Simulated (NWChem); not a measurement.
# Li, doublet

Computed with NWChem. Pople sets run with spherical d functions. Spin-unrestricted. No stability test was run on the SCF state. Fermi-contact couplings, non-relativistic, static geometry.

Question: Taking CAM-B3LYP/cc-pCVTZ as the yardstick, which of these has the fewest basis functions while keeping “A(iso) 7Li atom 1 (MHz)” within 2 % of it: CAM-B3LYP/cc-pVTZ; CAM-B3LYP/def2-SVP; CAM-B3LYP/6-31G*; CAM-B3LYP/def2-TZVP?

Answer: CAM-B3LYP/cc-pVTZ.
```tsv
level	basis functions	A(iso) 7Li atom 1 (MHz)
CAM-B3LYP/def2-SVP	9	507
CAM-B3LYP/6-31G*	14	378
CAM-B3LYP/def2-TZVP	14	459
CAM-B3LYP/cc-pVTZ	30	474
CAM-B3LYP/cc-pCVTZ	43	471
```

The yardstick is one finite set, not the basis-set limit.
